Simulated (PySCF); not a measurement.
PySCF input for H2S, SMILES S (connectivity only; charge and spin as stated), charge +1, multiplicity 2, TDA-PBE0/def2-TZVPD. Coordinates come from a PBE0-D3(BJ)/def2-TZVPD optimisation. The multiplicity is an assumed one; other spin states were not compared.

```python
import numpy as np
from pyscf import gto, scf, dft, tdscf

mol = gto.M(
    atom='''
    S     0.00000000    0.00000000    0.10441967
    H     0.00000000   -0.98768021   -0.83535737
    H     0.00000000    0.98768021   -0.83535737
    ''',
    basis='def2-TZVPD',
    charge=1,
    spin=1,
    max_memory=1600,
    verbose=4,
)
mf = dft.UKS(mol, xc='pbe0').density_fit(auxbasis='def2-universal-jkfit')
mf.grids.level = 3
mf.conv_tol = 1e-9
mf.max_cycle = 100
mf.kernel()
fine, coarse = mf.grids, dft.Grids(mol).set(level=1).build(with_non0tab=True)
for _ in range(3):  # follow internal instabilities
    mf.grids = coarse
    mo, _, stable, _ = mf.stability(return_status=True, nroots=4)
    mf.grids = fine
    if stable:
        break
    mf.kernel(mf.make_rdm1(mo, mf.mo_occ))
mf.grids = dft.Grids(mol).set(level=1).build(with_non0tab=True)  # coarser grid for the response kernel
td = tdscf.TDA(mf)
td.nstates = 10
td.conv_tol = 1e-4
td.positive_eig_threshold = 1e-6
td.kernel(x0=td.get_init_guess(mf, 15))
td.analyze()
```

Program output:

```
PySCF version 2.14.0

[INPUT] verbose = 4
[INPUT] num. atoms = 3
[INPUT] num. electrons = 17
[INPUT] charge = 1
[INPUT] spin (= nelec alpha-beta = 2S) = 1
[INPUT] symmetry False subgroup None
[INPUT] Mole.unit = angstrom
[INPUT] Symbol           X                Y                Z      unit          X                Y                Z       unit  Magmom
[INPUT]  1 S      0.000000000000   0.000000000000   0.104419670000 AA    0.000000000000   0.000000000000   0.197324578317 Bohr   0.0
[INPUT]  2 H      0.000000000000  -0.987680210000  -0.835357370000 AA    0.000000000000  -1.866445095553  -1.578596645437 Bohr   0.0
[INPUT]  3 H      0.000000000000   0.987680210000  -0.835357370000 AA    0.000000000000   1.866445095553  -1.578596645437 Bohr   0.0

nuclear repulsion = 12.6886231956648
number of shells = 26
number of NR pGTOs = 94
number of NR cGTOs = 64
basis = def2-TZVPD
ecp = {}


[settings echo left out]
init E= -399.148308408257
  alpha nocc = 9  HOMO = -0.298783748481263  LUMO = -0.021191558151177
  beta  nocc = 8  HOMO = -0.400290742382239  LUMO = -0.298783748481267

WARN: HOMO -0.298783748481263 >= LUMO -0.298783748481267

cycle= 1 E= -398.857019379183  delta_E= 0.291  |g|= 0.187  |ddm|= 0.789
  alpha nocc = 9  HOMO = -0.714791629497071  LUMO = -0.306121873057325
  beta  nocc = 8  HOMO = -0.745272937992272  LUMO = -0.542204430428615
  HOMO = -0.714791629497  LUMO = -0.542204430429  gap/eV = 4.69634
cycle= 2 E= -398.877540188457  delta_E= -0.0205  |g|= 0.117  |ddm|= 0.315
  alpha nocc = 9  HOMO = -0.669586957669356  LUMO = -0.275159643577453
  beta  nocc = 8  HOMO = -0.704254722391468  LUMO = -0.489166020052661
  HOMO = -0.669586957669  LUMO = -0.489166020053  gap/eV = 4.90950
cycle= 3 E= -398.882373031284  delta_E= -0.00483  |g|= 0.0124  |ddm|= 0.129
  alpha nocc = 9  HOMO = -0.667428353490816  LUMO = -0.270073592921445
  beta  nocc = 8  HOMO = -0.699937124606098  LUMO = -0.480886218135854
  HOMO = -0.667428353491  LUMO = -0.480886218136  gap/eV = 5.07607
cycle= 4 E= -398.882464813331  delta_E= -9.18e-05  |g|= 0.00511  |ddm|= 0.0142
  alpha nocc = 9  HOMO = -0.667761295648212  LUMO = -0.270047502849934
  beta  nocc = 8  HOMO = -0.699439156182596  LUMO = -0.479906686920877
  HOMO = -0.667761295648  LUMO = -0.479906686921  gap/eV = 5.11178
cycle= 5 E= -398.882481913505  delta_E= -1.71e-05  |g|= 0.00175  |ddm|= 0.00495
  alpha nocc = 9  HOMO = -0.668402222570208  LUMO = -0.270504497989837
  beta  nocc = 8  HOMO = -0.700096572108439  LUMO = -0.480073460310667
  HOMO = -0.66840222257  LUMO = -0.480073460311  gap/eV = 5.12469
cycle= 6 E= -398.88248415739  delta_E= -2.24e-06  |g|= 0.000272  |ddm|= 0.00194
  alpha nocc = 9  HOMO = -0.668394465958308  LUMO = -0.270499230059965
  beta  nocc = 8  HOMO = -0.700083238313233  LUMO = -0.479989671391426
  HOMO = -0.668394465958  LUMO = -0.479989671391  gap/eV = 5.12676
cycle= 7 E= -398.882484263799  delta_E= -1.06e-07  |g|= 7.66e-05  |ddm|= 0.000461
  alpha nocc = 9  HOMO = -0.668411336909138  LUMO = -0.270504901470989
  beta  nocc = 8  HOMO = -0.700102237702886  LUMO = -0.480005044086951
  HOMO = -0.668411336909  LUMO = -0.480005044087  gap/eV = 5.12680
cycle= 8 E= -398.882484274032  delta_E= -1.02e-08  |g|= 2.23e-05  |ddm|= 0.000154
  alpha nocc = 9  HOMO = -0.668404673835219  LUMO = -0.270501000677061
  beta  nocc = 8  HOMO = -0.700096975894994  LUMO = -0.479999778236643
  HOMO = -0.668404673835  LUMO = -0.479999778237  gap/eV = 5.12676
cycle= 9 E= -398.882484274902  delta_E= -8.69e-10  |g|= 4.12e-06  |ddm|= 4.73e-05
  alpha nocc = 9  HOMO = -0.668405920360389  LUMO = -0.270501429210739
  beta  nocc = 8  HOMO = -0.700097502580757  LUMO = -0.480000777971092
  HOMO = -0.66840592036  LUMO = -0.480000777971  gap/eV = 5.12677
Extra cycle  E= -398.882484274929  delta_E= -2.77e-11  |g|= 2.28e-06  |ddm|= 6.85e-06
converged SCF energy = -398.882484274929  <S^2> = 0.75632862  2S+1 = 2.0063186
tot grids = 11264
uhf_internal: lowest eigs of H = [0.21292826 0.36359394 0.48369868 0.57268658]
<class 'pyscf.df.df_jk.DFUKS'> wavefunction is stable in the internal stability analysis
tot grids = 11264
Overwritten attributes  positive_eig_threshold  of <class 'pyscf.tdscf.uks.TDA'>


******** <class 'pyscf.tdscf.uks.TDA'> for <class 'pyscf.df.df_jk.DFUKS'> ********
nstates = 10
deg_eia_thresh = 1.000e-03
wfnsym = None
conv_tol = 0.0001
eigh lindep = 1e-12
eigh level_shift = 0
eigh max_cycle = 100


Excitation energies (eV)
[ 3.22834228  5.26987403  8.19612497  8.24706918  9.29443073  9.63597061
 10.73581432 10.77152753 11.15878979 11.72786634]

** Excitation energies and oscillator strengths **
Excited State   1:      3.22834 eV    384.05 nm  f=0.0031
       8b ->    9b      0.99540
Excited State   2:      5.26987 eV    235.27 nm  f=0.0000
       7b ->    9b      0.99379
Excited State   3:      8.19612 eV    151.27 nm  f=0.0000
       9a ->   10a      0.99259
Excited State   4:      8.24707 eV    150.34 nm  f=0.0004
       7a ->   11a     -0.11073
       8a ->   10a      0.63789
       8b ->   10b     -0.74595
Excited State   5:      9.29443 eV    133.40 nm  f=0.0001
       9a ->   11a     -0.97132
       6b ->    9b      0.19461
Excited State   6:      9.63597 eV    128.67 nm  f=0.0000
       7a ->   10a      0.42778
       8a ->   11a     -0.56268
       7b ->   10b     -0.47173
       8b ->   11b     -0.48855
Excited State   7:     10.73581 eV    115.49 nm  f=0.0000
       7a ->   10a     -0.52538
       8a ->   11a     -0.46245
       7b ->   10b      0.54637
       8b ->   11b     -0.44212
Excited State   8:     10.77153 eV    115.10 nm  f=0.0797
       7a ->   11a     -0.17835
       8a ->   10a     -0.69605
       9a ->   14a      0.31160
       7b ->   11b      0.17881
       8b ->   10b     -0.56638
Excited State   9:     11.15879 eV    111.11 nm  f=0.0771
       7a ->   10a     -0.24777
       8a ->   11a     -0.62582
       7b ->   10b     -0.20398
       8b ->   11b      0.70263
Excited State  10:     11.72787 eV    105.72 nm  f=0.0001
       7a ->   11a     -0.74202
       7a ->   12a     -0.10016
       8a ->   10a     -0.10338
       9a ->   14a     -0.12316
       7b ->   11b     -0.60604
       7b ->   12b      0.10640

** Transition electric dipole moments (AU) **
state          X           Y           Z        Dip. S.      Osc.
  1         0.1993     -0.0000      0.0000      0.0397      0.0031
  2         0.0000      0.0000      0.0000      0.0000      0.0000
  3         0.0000      0.0000     -0.0000      0.0000      0.0000
  4         0.0000     -0.0425      0.0000      0.0018      0.0004
  5         0.0245      0.0000     -0.0000      0.0006      0.0001
  6         0.0000      0.0000      0.0135      0.0002      0.0000
  7        -0.0000     -0.0000     -0.0033      0.0000      0.0000
  8        -0.0000     -0.5496     -0.0000      0.3020      0.0797
  9         0.0000     -0.0000      0.5310      0.2820      0.0771
 10        -0.0000      0.0137      0.0000      0.0002      0.0001

** Transition velocity dipole moments (imaginary part, AU) **
state          X           Y           Z        Dip. S.      Osc.
  1        -0.0290     -0.0000      0.0000      0.0008      0.0047
  2         0.0000      0.0000      0.0000      0.0000      0.0000
  3        -0.0000     -0.0000     -0.0000      0.0000      0.0000
  4         0.0000      0.0021      0.0000      0.0000      0.0000
  5         0.0790      0.0000     -0.0000      0.0062      0.0122
  6        -0.0000      0.0000     -0.0023      0.0000      0.0000
  7        -0.0000     -0.0000     -0.0111      0.0001      0.0002
  8         0.0000     -0.0656     -0.0000      0.0043      0.0073
  9         0.0000     -0.0000      0.1991      0.0397      0.0645
 10        -0.0000     -0.0060      0.0000      0.0000      0.0001

** Transition magnetic dipole moments (imaginary part, AU) **
state          X           Y           Z
  1         0.0000     -0.9616      0.0000
  2        -0.0000      0.0000      0.9551
  3         0.0000      0.0000     -0.2829
  4        -0.0734     -0.0000     -0.0000
  5         0.0000      0.3137      0.0000
  6         0.0000     -0.0000      0.0000
  7        -0.0000      0.0000     -0.0000
  8        -0.7582      0.0000      0.0000
  9        -0.0000      0.0000     -0.0000
 10        -0.0481      0.0000     -0.0000
```

Self-consistency was reached.
